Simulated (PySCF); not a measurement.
**Which orbitals make which state**

Compound: C₄H₇P.
Numbering: `[CH2:1]=[CH:2]/[P:3]=[CH:4]/[CH3:5]` (hydrogens: H6, H7 on C1; H8 on C2; H9 on C4; H10, H11, H12 on C5)

Method used: TDDFT B3LYP/def2-SVPD, vertical, gas phase, core orbitals frozen in the response (PySCF). The structure is a single GFN2-xTB conformer in the gas phase; no vibrational or solvent corrections. Torsions of this conformer, `[CH2:1]=[CH:2]/[P:3]=[CH:4]/[CH3:5]`: C1–C2–P3–C4 180°.

Orbital energies (eV): HOMO-3 -9.36, HOMO-2 -8.57, HOMO-1 -7.40, HOMO -6.45, LUMO -1.70, LUMO+1 0.07, LUMO+2 0.51.

Computed singlets:

| state | E (eV) | f |
| --- | --- | --- |
| S1 | 4.58 | 0.0056 |
| S2 | 4.81 | 0.395 |
| S3 | 5.69 | 0.041 |
| S4 | 5.97 | 0.0027 |
| S5 | 6.30 | 0.0004 |
| S6 | 6.38 | 0.0012 |
| S7 | 6.44 | 0.0073 |
| S8 | 6.57 | 0.076 |

**Question.** Which orbital pair leads each of S1, S2, S3, S4, S6, S7 and S8, and how does its energy difference Δε compare with the excitation energy?

**Answer.** 

```csv
state,leading configuration,weight,Δε (eV),E (eV),E − Δε (eV),f,other configurations
S1,HOMO-1→LUMO,0.99,5.69,4.58,-1.11,0.0056,–
S2,HOMO→LUMO,0.94,4.74,4.81,+0.06,0.395,–
S3,HOMO→LUMO+1,0.73,6.52,5.69,-0.83,0.041,H-2→L (25%)
S4,HOMO→LUMO+2,0.95,6.95,5.97,-0.99,0.0027,–
S6,HOMO-3→LUMO,0.93,7.66,6.38,-1.27,0.0012,–
S7,HOMO-1→LUMO+1,0.96,7.47,6.44,-1.02,0.0073,–
S8,HOMO-2→LUMO,0.67,6.87,6.57,-0.30,0.076,H→L+1 (23%)
```

E − Δε runs from -1.27 to +0.06 eV. By orbital difference alone the order would be S2, S1, S3, S8, S4, S7, S6.

H and L stand for HOMO and LUMO. The other states: S5 6.30 eV, f 0.0004, H→L+3 (92%).

**Question.** Which computed triplets share their leading configuration (75% or more) with a singlet, and how far apart are the partners?

**Answer.** 

| configuration | triplet | E(T) (eV) | singlet | E(S) (eV) | E(S) − E(T) (eV) |
| --- | --- | --- | --- | --- | --- |
| HOMO→LUMO | T1 | 2.58 | S2 | 4.81 | +2.22 |
| HOMO-1→LUMO | T2 | 3.89 | S1 | 4.58 | +0.69 |

The 3 triplets are Tamm–Dancoff values, the singlets full response.

Summed over the main configurations (up to three a state, each over 8%) of all 8 singlets, the electron leaves HOMO with weight 3.76, HOMO-1 with weight 1.96, HOMO-3 with weight 0.93 and HOMO-2 with weight 0.92.
